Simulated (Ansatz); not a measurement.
# CH4BLi: one structure at several levels

The task here is to estimate one member of a computed series from the others.

The runs use Ansatz 0.2.0, Gaussian basis; single points in def2-TZVPP.

Cores are frozen in the correlated methods. The outer core shell of Li, Na, Mg and K is correlated.

### Starting geometry

SMILES `[Li][BH]C`, 7 atoms, charge 0, spin multiplicity 1.

Atoms are counted from 1 here; the program's logs count them from 0.

Bond lengths: Li1–B2 1.976 Å, B2–C3 1.629 Å, B2–H4 1.205 Å, C3–H5 1.106 Å, C3–H6 1.090 Å, C3–H7 1.012 Å. Angles: Li1–B2–C3 102.0°, Li1–B2–H4 149.3°, C3–B2–H4 108.6°, B2–C3–H5 114.0°, B2–C3–H6 106.3°, B2–C3–H7 113.5°, H5–C3–H6 106.5°, H5–C3–H7 109.6°, H6–C3–H7 106.3°.

Geometry (Å):

```xyz
7

Li   -2.1675   -0.2228   -0.7167
B    -0.4426   -0.8895   -0.0209
C     0.4612    0.4651    0.0017
H     0.2132   -1.7959    0.4275
H     0.0267    1.3061   -0.5694
H     0.5038    0.7877    1.0419
H     1.4194    0.3165   -0.2893
```

The first run:

run/in.yaml reads:

```yaml
crystal:
  periodic: [false, false, false]
  atoms:
    - {symbol: Li, position_ang: [-2.167500, -0.222800, -0.716700]}
    - {symbol: B, position_ang: [-0.442600, -0.889500, -0.020900]}
    - {symbol: C, position_ang: [0.461200, 0.465100, 0.001700]}
    - {symbol: H, position_ang: [0.213200, -1.795900, 0.427500]}
    - {symbol: H, position_ang: [0.026700, 1.306100, -0.569400]}
    - {symbol: H, position_ang: [0.503800, 0.787700, 1.041900]}
    - {symbol: H, position_ang: [1.419400, 0.316500, -0.289300]}
basis:
  gaussian: {orbitals: def2-TZVPP}
correlation: {method: ccsd_t}
output: {forces: true}
```

No record of the launch command was kept for these runs.

Steps of the session up to this table: CCSD(T)/def2-TZVPP; PBE0-D4/def2-TZVPP; wB97M-V/def2-TZVPP; r2SCAN-D4/def2-TZVPP; PBE-D4/def2-TZVPP; SPW92/def2-TZVPP; HSE06-D4/def2-TZVPP.

One table of the session follows, with a row left open; its other results are not shown here.

| method | RMS force component (eV/Å) | angle to CCSD(T) forces (°) | dipole (D) |
| --- | --- | --- | --- |
| CCSD(T) | 1.159 | reference | 5.05 |
| PBE0-D4 | 1.198 | 4.1 | 4.89 |
| wB97M-V | 1.169 | 3.9 | 4.88 |
| r2SCAN-D4 | 1.191 | 3.6 | 4.93 |
| PBE-D4 | ? | ? | ? |
| SPW92 | 1.301 | 11.0 | 4.68 |
| HSE06-D4 | 1.199 | 4.1 | 4.89 |

**Question.** Estimate the row for PBE-D4.

As computed: RMS force component (eV/Å): 1.235; angle to CCSD(T) forces (°): 5.9; dipole (D): 4.65. In the column «RMS force component (eV/Å)» it lies between HSE06-D4 (1.199) and SPW92 (1.301).
